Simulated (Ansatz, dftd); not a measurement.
Reaction: Si2H6 (SMILES [SiH3][SiH3]) → 2 SiH3 (SMILES [SiH3], doublet) (the Si-Si bond breaks)
Each species at its own B3LYP-D3(BJ)/def2-TZVP minimum (Ansatz, a first-principles code).

Property: bond dissociation energy (electronic), in kcal/mol. Radicals and triplets start from unrestricted determinants; spin-orbit coupling is neglected. Cores are frozen in correlated methods. Rows without X2C or -DK are non-relativistic. CBS(X,Y): correlation extrapolated as X^-3, Hartree-Fock from the larger set (Q,5: extrapolated as (X+1)exp(-9√X)). A bracket is a step between two methods taken in the basis named. Functionals run without relativity, which enters their misses. Double hybrids freeze cores in their MP2 part. '+ core + X2C': CCSD(T) terms for core correlation (cc-pwCVTZ, 1s frozen past Ne) and scalar relativity (cc-pVTZ-DK).

Compared with CCSD(T)/CBS(cc-pV(Q+d)Z,cc-pV(5+d)Z) + [CCSDT(Q) - CCSD(T)]/cc-pV(D+d)Z + core + X2C (Ansatz): 79.9 kcal/mol.

Task: Rank these levels by how close they come to it, closest first: B2PLYP-D3(BJ)/def2-TZVPD (Ansatz + dftd3); B3LYP-D3(BJ)/def2-TZVPD (Ansatz + dftd3); B3LYP-D4/def2-TZVPD (Ansatz + dftd4); PBE/def2-TZVPD (Ansatz); CCSD/CBS(cc-pV(T+d)Z,cc-pV(Q+d)Z) (Ansatz).

Result: CCSD/CBS(cc-pV(T+d)Z,cc-pV(Q+d)Z) (78.0 kcal/mol, difference -1.9), B2PLYP-D3(BJ)/def2-TZVPD (77.0 kcal/mol, difference -2.9), B3LYP-D3(BJ)/def2-TZVPD (76.4 kcal/mol, difference -3.5), B3LYP-D4/def2-TZVPD (76.0 kcal/mol, difference -3.9), PBE/def2-TZVPD (75.3 kcal/mol, difference -4.6)
